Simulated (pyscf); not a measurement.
`[CH3][Ga]([CH3])[N]([SiH3])[SiH3]` + `[CH4]` -> `[SiH3][NH][SiH3]` + `[CH3][Ga]([CH3])[CH3]`, a four-centre exchange (singlet surface; Ga–N, C–H broken, H–N, C–Ga formed). Structures and frequencies: ωB97X-D3(BJ)/def2-SVP in PySCF. Energies in kcal/mol from the separated reactants.

GFN2-xTB: tblite. 

### Question
Quick GFN2-xTB single points give ΔE‡ = 27.4 kcal/mol and ΔE = +20.8 kcal/mol. What does ωB97M-D3(BJ)/def2-TZVP give, and how far is the quick result from it?

### Answer
ωB97M-D3(BJ)/def2-TZVP gives ΔE‡ = 35.4 kcal/mol and ΔE = +20.2 kcal/mol. GFN2-xTB lies 8.0 kcal/mol under it in the barrier and 0.6 kcal/mol over it in the reaction energy, so on this step it does not hold to within 3.0 kcal/mol. ωB97M-D3(BJ)/def2-TZVP has limits of its own. On the product side the descent ends in an adduct with a Ga–N contact, 16.0 kcal/mol under the separated species and 26.7 kcal/mol under the saddle at ωB97X-D3(BJ)/def2-TZVP. What is counted as broken (Ga–N) persists as a longer contact in the product adduct; parting that adduct is a step of its own. This is the saddle that the search found; another between the same sides may lie lower. In the def2 sets elements up to Kr have no core potential.
